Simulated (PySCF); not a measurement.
System (SMILES): C#N (CH-N).
Geometry (B3LYP-D3(BJ)/def2-TZVP, fixed):
```xyz
3

C      0.0000     0.0000    -0.4969
N      0.0000     0.0000     0.6493
H      0.0000     0.0000    -1.5636
```
Charge 0, spin multiplicity 1.

Basis-set convergence of the isotropic shielding of N2 at PBE0 with PySCF. GIAO, no density fitting; atoms are numbered in the order shown. All functions are spherical. No added dispersion term, no relativity. Reference: the value in pcSseg-3, -46.20 ppm, itself unsure by roughly 0.80 ppm (its mean distance from cc-pCVQZ, pcseg-3, pcSseg-2). Deviations are taken from unrounded values.

| basis | functions | isotropic shielding of N2 (ppm) | minus reference (ppm) |
|---|---|---|---|
| STO-3G | 11 | 75.58 | 121.79 |
| 3-21G | 20 | 8.42 | 54.63 |
| pcseg-0 | 20 | -0.52 | 45.68 |
| def2-SV(P) | 30 | -12.56 | 33.65 |
| 6-31+G* | 38 | 0.67 | 46.87 |
| def2-SVPD | 48 | -12.99 | 33.21 |
| aug-cc-pVDZ | 55 | -8.25 | 37.95 |
| 6-311++G(2d,2p) | 64 | -34.14 | 12.06 |
| cc-pVTZ | 74 | -35.80 | 10.40 |
| def2-TZVPD | 83 | -35.91 | 10.30 |
| aug-cc-pVTZ | 115 | -32.21 | 13.99 |
| cc-pVQZ | 140 | -41.01 | 5.19 |
| pcseg-3 | 153 | -45.43 | 0.77 |
